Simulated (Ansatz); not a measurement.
Basis-set extrapolation for C$_{2}$H$_{4}$OS$_{2}$, SMILES `C=C(O)SS` (PBE0-D4/def2-TZVP geometry, frozen core, Ansatz). Multiplicity 1, RHF reference.

```
                      def2-TZVPP   def2-QZVPP
                 HF  -948.046900  -948.076557
    MP2 correlation    -0.913829    -0.986565
CCSD(T) correlation    -1.001091      not run
```

Energies in hartree. Use E(X) = E(∞) + A·exp(−7.88·√X) for Hartree–Fock and E(X) = E(∞) + B·X^(−2.97) for correlation, with X = 3 and 4, and add CCSD(T) minus MP2 of the smaller set to the MP2 limit.

Question: What is the CCSD(T) energy at the basis-set limit?

Answer: HF limit: -948.076557 + (-0.029657) × 0.13774 = -948.08064. MP2 limit: -0.986565 + (-0.072736) × 0.74074 = -1.04044. Higher-order term: -1.001091 − (-0.913829) = -0.08726. Total: -949.20834 hartree, 421.0 kJ/mol below CCSD(T)/def2-TZVPP.
